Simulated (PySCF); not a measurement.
Compound: C₄H₇ (charge +1).
Geometry (PBE0-D3(BJ)/def2-SVP, Å), atoms numbered from 1 in this order:
```
atom  x, y, z in Å
C1     1.9989   -0.2127   -0.4047
C2     0.8237    0.4028   -0.0688
C3    -0.3729   -0.3223   -0.1423
C4    -1.6872    0.1857    0.1809
H5     2.9567    0.3173   -0.3594
H6     2.0214   -1.2599   -0.7284
H7     0.8095    1.4484    0.2548
H8    -0.3068   -1.3696   -0.4728
H9    -2.3582    0.0152   -0.6870
H10   -2.1370   -0.4733    0.9537
H11   -1.7128    1.2343    0.4988
```

Computed with EOM-IP-CCSD/aug-cc-pVDZ in PySCF, restricted Hartree–Fock reference, 4 core orbitals frozen, non-relativistic, gas phase, PBE0-D3(BJ)/def2-SVP geometry.

The vertical ionisation energies are 17.10, 18.85, 19.47, 19.72, 20.07 eV.

Task: Which Hartree–Fock orbital leads each hole, and what is its Koopmans value −ε?

Result: 
| leading hole (HF orbital) | Koopmans (eV) | EOM-IP-CCSD (eV) | change (eV) | one-hole share |
| --- | --- | --- | --- | --- |
| HOMO | 16.92 | 17.10 | +0.18 | 0.96 |
| HOMO-1 | 19.82 | 18.85 | -0.97 | 0.96 |
| HOMO-2 | 20.74 | 19.47 | -1.27 | 0.95 |
| HOMO-4 | 20.91 | 19.72 | -1.19 | 0.95 |
| HOMO-3 | 20.83 | 20.07 | -0.76 | 0.94 |

Task: Does the order of the lines follow the orbital energies?

Result: No: the HOMO-4 hole (19.72 eV) falls below the HOMO-3 hole (20.07 eV). The corrections run from -1.27 to +0.18 eV, with a mean of -0.80 eV over the 5 lines; EOM-IP-CCSD lies above the Koopmans value for HOMO.

Task: At what kinetic energies would He I light (21.22 eV) eject these electrons?

Result: 4.12 eV (HOMO), 2.37 eV (HOMO-1), 1.75 eV (HOMO-2), 1.50 eV (HOMO-4), 1.15 eV (HOMO-3).

Task: What total energy has the lowest final state, and which wavelength reaches it?

Result: E(CCSD) + ionisation energy = -155.85041 + 0.62855 = -155.22186 Eh, at the geometry of the initial state. The threshold wavelength is 1239.84 eV nm/17.10 eV = 72.5 nm.

One root was sought for each valence orbital with −ε under 21 eV, eight at most, so deeper holes and satellites are missing; no vibrational structure.

One conformer stands for the species.
